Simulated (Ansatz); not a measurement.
Steps of a relaxation of AlClO (`[O]=[Al][Cl]`) with RKS PBE0-D4/def2-TZVP.

```sh
$ ansatz run in.yaml --threads 4 --pin off --events-out ev --progress --plain --max-ram 10444MiB
```

```yaml
crystal:
  periodic: [false, false, false]
  atoms:
    - {symbol: O, position_ang: [0.107470, 1.694260, 0.245960]}
    - {symbol: Al, position_ang: [0.009340, 0.147220, 0.021380]}
    - {symbol: Cl, position_ang: [-0.116820, -1.841490, -0.267330]}
basis:
  gaussian: {orbitals: def2-TZVP}
hamiltonian: {xc: pbe0, dispersion: d4}
relax: {f_tol: 0.005, max_steps: 150}
```

Positions (Å) and forces (eV/Å) along the path, 4 of 4 steps:

```xyz
3
step=1 energy=-21159.8719 eV
O     0.107    1.694    0.246    0.079    1.244    0.181
Al    0.009    0.147    0.021   -0.021   -0.326   -0.047
Cl   -0.117   -1.841   -0.267   -0.058   -0.918   -0.133
3
step=2 energy=-21159.9042 eV
O     0.109    1.719    0.250    0.037    0.582    0.085
Al    0.010    0.159    0.023   -0.040   -0.633   -0.092
Cl   -0.119   -1.877   -0.273    0.003    0.051    0.007
3
step=3 energy=-21159.9079 eV
O     0.109    1.725    0.250    0.005    0.079    0.011
Al    0.010    0.154    0.022   -0.006   -0.097   -0.014
Cl   -0.119   -1.880   -0.273    0.001    0.018    0.003
3
step=4 energy=-21159.9080 eV
O     0.109    1.726    0.251    0.000    0.001    0.000
Al    0.010    0.154    0.022    0.000   -0.002    0.000
Cl   -0.119   -1.880   -0.273    0.000    0.001    0.000
```

Hardware: 4 threads of an Arm Neoverse V2 on a shared host. Wall time 2.4 s, peak host memory 0.17 GiB.
